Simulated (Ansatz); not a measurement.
System: rock-salt BaTe. Method: r²SCAN+rVV10 (PAW; Ansatz, an electronic-structure program).

Run with plane-wave cutoff 560 eV, 8×8×8 k mesh, Fermi–Dirac smearing 0.01 eV, scalar-relativistic PAW data made under PBE.

The cell is scaled about its equilibrium volume:

```
V (Å³/atom)  P (GPa)  direct gap at Γ (eV)  smallest gap on the k mesh (eV)
-----------  -------  --------------------  -------------------------------
40.574          2.29                 3.360                            1.783
41.437          1.45                 3.373                            1.830
42.301          0.68                 3.384                            1.873
43.164          0.00                 3.393                            1.913
44.027         -0.61                 3.400                            1.951
44.890         -1.17                 3.388                            1.985
45.754         -1.66                 3.306                            2.017
```

The fundamental gap (1.91 eV at the equilibrium volume, with added k points) lies elsewhere than Γ–Γ.

Spin–orbit coupling is not included; with these elements it can move the gap by several tenths of an eV or more.
